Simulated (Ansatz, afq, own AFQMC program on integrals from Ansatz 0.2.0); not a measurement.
# C3H11NOSi, singlet, reference energies and how methods fare

```xyz
17

C     0.4783    2.1448    1.3793
O    -0.2266    1.0026    1.7684
Si    0.0958   -0.5387    1.2138
N    -0.1814   -0.8255   -0.4665
C     0.8489   -0.7440   -1.4704
C    -1.5144   -0.9819   -0.9940
H     0.1460    2.9980    1.9914
H     1.5705    2.0334    1.5225
H     0.3018    2.4023    0.3182
H     1.5437   -0.8373    1.4446
H    -0.8338   -1.3815    2.0096
H     0.7257    0.1339   -2.1360
H     1.8426   -0.6716   -1.0034
H     0.8515   -1.6427   -2.1169
H    -1.8326   -0.1167   -1.6088
H    -1.5896   -1.8826   -1.6330
H    -2.2457   -1.0931   -0.1788
```

Geometry: a PBE0/def2-SVP stationary point, not shown to be a minimum. Basis def2-SVP. Only valence electrons are correlated. Ansatz 0.2.0 and our own AFQMC program on the same integrals; the CISD trial comes from CCSD amplitudes, and released means the phaseless constraint is let go. Uncertainties: one standard error, sampling alone.

Best estimates are CCSD(T) at the basis-set limit (def2-TZVPP/QZVPP) plus the step from CCSD(T) to the highest rung at hand in def2-SVP, named in the table (released AFQMC can keep some 10 meV of bias). Fragments are relaxed and keep their bonds. No zero-point, core-correlation or spin–orbit terms. Where CCSD(T) in the larger sets was too dear, only MP2 was extrapolated. Other levels are in def2-SVP, the functionals in def2-TZVP; a dash marks a level that is missing or breaks spin symmetry for a member.

Cautions: C₃H₁₁NOSi (singlet): the ph-AFQMC/CISD walk drifts between its halves (2.9 errors), the released value is read at 0.63 1/Eh with a noise of 26 meV, more than in the cases checked, later times being too noisy (meV from the phaseless value at times in 1/Eh: 15 ± 22 at 0.21, 19 ± 31 at 0.42, 3 ± 26 at 0.63, -5 ± 51 at 0.90); C₂H₈NSi (doublet): the released value is read at 0.90 1/Eh with a noise of 15 meV, more than in the cases checked (meV from the phaseless value at times in 1/Eh: -5 ± 9 at 0.21, -15 ± 7 at 0.42, -16 ± 9 at 0.63, -21 ± 15 at 0.90).

```csv
process,PBE0 (eV)
Si3–O2 → C2H8NSi (doublet) + CH3O (doublet),4.75
to free atoms,65.31
```

Question: From these values, estimate the best estimates.

Answer: 
```tsv
process	best estimate (eV)	highest rung
Si3–O2 → C2H8NSi (doublet) + CH3O (doublet)	5.24 ± 0.03	released AFQMC
to free atoms	65.82 ± 0.03	released AFQMC
```

Errors against the best estimates in eV, in the same order:

| level | error, 1 | error, 2 |
| --- | --- | --- |
| MP2 | -0.04 | -3.24 |
| CCSD(T) | -0.40 | -3.56 |
| ph-AFQMC/CISD | -0.39 ± 0.02 | -3.50 ± 0.02 |
| CCSD(T)/CBS | 0.01 | -0.05 |
| PBE | -0.59 | 0.42 |
| r2SCAN | -0.52 | -0.35 |
| PBE0 | -0.49 | -0.51 |
| B3LYP | -0.54 | -0.61 |
| wB97M-V | -0.11 | -0.01 |
| B2PLYP | -0.27 | -1.07 |

Cost at the first geometry (cards were shared with other jobs): PBE0/def2-SVP, 9 s on 1 thread of AMD EPYC 7R13 Processor (Zen 3), on a shared host; RCCSD(T)/def2-SVP, 3.5 s on 1 × NVIDIA H100 80GB HBM3 with 1 thread of AMD EPYC 7R13 Processor (Zen 3), with other jobs on the host; ph-AFQMC/CISD with release, 4.2 min on 1 × NVIDIA H100 80GB HBM3 with 2 threads of AMD EPYC 7R13 Processor (Zen 3) (shared host).

Best estimates are given only where the step beyond CCSD(T) is under 0.3 eV and no member's determinant is very poor (T1 over 0.05, or 0.07 for open shells, ⟨S²⟩ too high by 0.3, two states mixed), so the hardest cases are missing from such tables.

The functionals ran in a triple-zeta set and keep a basis error of their own, a few kJ/mol for each bond in atomization energies and more for double hybrids, so close places among them and the extrapolated levels can swap.

Each member of a difference takes its own highest rung, so a best estimate needn't equal the limit plus the step of one row. Released energies are given only where the last usable release times agree within the noise; a slower fall can still hide under it.
